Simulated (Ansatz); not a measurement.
Geometry optimisation, RKS PBE-D4/def2-SVP (Ansatz).

input.yaml

```yaml
crystal:
  periodic: [false, false, false]
  atoms:
    - { symbol: Si, position_ang: [-0.154465, 0.155696, 0.036955] }
    - { symbol: O, position_ang: [-0.140059, 0.201334, 1.725492] }
    - { symbol: H, position_ang: [-0.959789, -0.103422, 2.151703] }
    - { symbol: H, position_ang: [1.27632, 0.249824, -0.389323] }
    - { symbol: H, position_ang: [-0.880456, 1.374832, -0.482503] }
    - { symbol: H, position_ang: [-0.851502, -1.053722, -0.519279] }
    - { symbol: F, position_ang: [1.200551, -2.107069, 0.972876] }
    - { symbol: H, position_ang: [1.250299, -1.503072, 1.68098] }
basis:
  gaussian: { orbitals: def2-SVP }
hamiltonian:
  xc: pbe
  dispersion: d4
relax:
  f_tol: 0.03
  max_steps: 50
output:
  orbitals: {}
```

Launched with:

```bash
$ ansatz run input.yaml --threads 1 --pin off --max-ram 2048MiB --backend cpu --events-out ev --progress --plain --runs-dir out
```

Task: Where does it end, and by what steps?

Result: The forces met the threshold. The force dipped under the threshold on the way, but the program's further checks kept it going. After 10 steps the energy has fallen by 0.194 eV; H8 moved furthest, 0.35 Å.

| step | energy less start (eV) | largest force component (eV/Å) | accepted |
| --- | --- | --- | --- |
| 0 | 0.0000 | 0.459 | yes |
| 1 | -0.0567 | 1.782 | yes |
| 2 | -0.1449 | 1.083 | yes |
| 3 | -0.0591 | 1.303 | no |
| 4 | -0.1879 | 0.170 | yes |
| 5 | -0.1910 | 0.085 | yes |
| 6 | -0.1921 | 0.066 | yes |
| 7 | -0.1933 | 0.018 | yes |
| 8 | -0.1935 | 0.081 | yes |
| 9 | -0.1935 | 0.029 | no |
| 10 | -0.1936 | 0.009 | yes |

```xyz
8
Properties=species:S:1:pos:R:3
Si -0.145 0.153 -0.034
O -0.002 -0.030 1.664
H -0.843 -0.022 2.156
H 1.250 0.315 -0.540
H -0.950 1.395 -0.310
H -0.837 -1.019 -0.666
F 1.355 -2.152 1.237
H 0.914 -1.424 1.672
```

The run took 16 s on 1 thread of Arm Neoverse V2 (shared host), peak memory 0.13 GiB.
